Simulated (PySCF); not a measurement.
Gas-phase reaction: 2 BOCl + 4 H + BCl3 → BH2Cl + 2 BCl2OH

Method: PySCF energies plus ideal-gas RRHO corrections (1 bar). † marks an energy on the PBE0/def2-TZVP geometry and frequencies; other levels use their own. MP2 and CCSD(T) freeze the core. 6-31G* has spherical d functions here. Open shells (unrestricted): H (multiplicity 2); the rest are closed-shell singlets. BH2Cl, BCl2OH: computed as isolated molecules; such fragments, hydroxides, amides, oligomers or adducts are transient or little studied in the gas. MP2 isn't extrapolated to the basis-set limit; its ΔH°(298 K) is -900.6 kJ in def2-SVP and -967.6 kJ in def2-TZVPP. CCSD(T) isn't extrapolated to the basis-set limit; its ΔH°(298 K) is -957.8 kJ in def2-SVP and -1024.9 kJ in def2-TZVPP. The harmonic model lacks anharmonicity and excited electronic states, which grow with temperature; levels with a mode under 35 cm⁻¹ are left out. Internal rotation in BCl2OH is treated as a harmonic vibration of one conformer, which makes the entropy rough.

```
level                ΔE electronic, kJ  ΔH°(298 K), kJ  ΔS°(298 K), J/K  ΔG°(2500 K), kJ
-------------------  -----------------  --------------  ---------------  ---------------
BLYP/def2-TZVP†                  -1050            -965             -395              134
CCSD(T)/def2-SVP†                -1042            -958             -395              141
CCSD(T)/def2-TZVPP†              -1109           -1025             -395               74
HF/6-31G*                         -922            -832             -396              276
M06-2X/def2-TZVP†                -1122           -1037             -395               62
MP2/def2-SVP†                     -985            -901             -395              199
PBE0/def2-SVP†                   -1094           -1009             -395               90
r2SCAN/def2-TZVP†                -1100           -1015             -395               84
ωB97M-V/def2-TZVP†               -1113           -1029             -395               71
```
ΔH° is lowest at M06-2X/def2-TZVP† and highest at HF/6-31G*. No reference value is set beside these.
